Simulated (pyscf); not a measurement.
H₃Si–Cl + HCl → Cl–SiH₂–Cl + H₂ (four-centre exchange; singlet surface; H–Si, Cl–H broken, Cl–Si, H–H formed). Optimised with ωB97X-D3(BJ)/def2-SVP in PySCF. Rate constants from transition-state theory, ωB97M-D3(BJ)/def2-TZVP energies (ideal gas, 1 atm, RRHO with modes under 100 cm⁻¹ raised to 100, one conformer, R ln 2 for chiral ones without a mode under 150 cm⁻¹; no tunnelling), k in cm³ molecule⁻¹ s⁻¹.

```csv
T (K),1000/T,log10 k
298,3.354,-37.23
600,1.667,-24.67
900,1.111,?
1200,0.833,-18.12
```

Problem. Fit an Arrhenius line to the three values, give the activation energy, and predict k at 900 K.

Solution. Least squares gives log10 k = -11.92 − 7.56 × 1000/T, so Ea = 7.56 × ln 10 × 1.987 = 34.6 kcal/mol, against an electronic barrier of 32.7. At 900 K the line gives -20.32; the computed value is -20.37 (ΔG‡ = 60.7 kcal/mol), close to the line. This is the saddle that the search found; another between the same sides may lie lower.
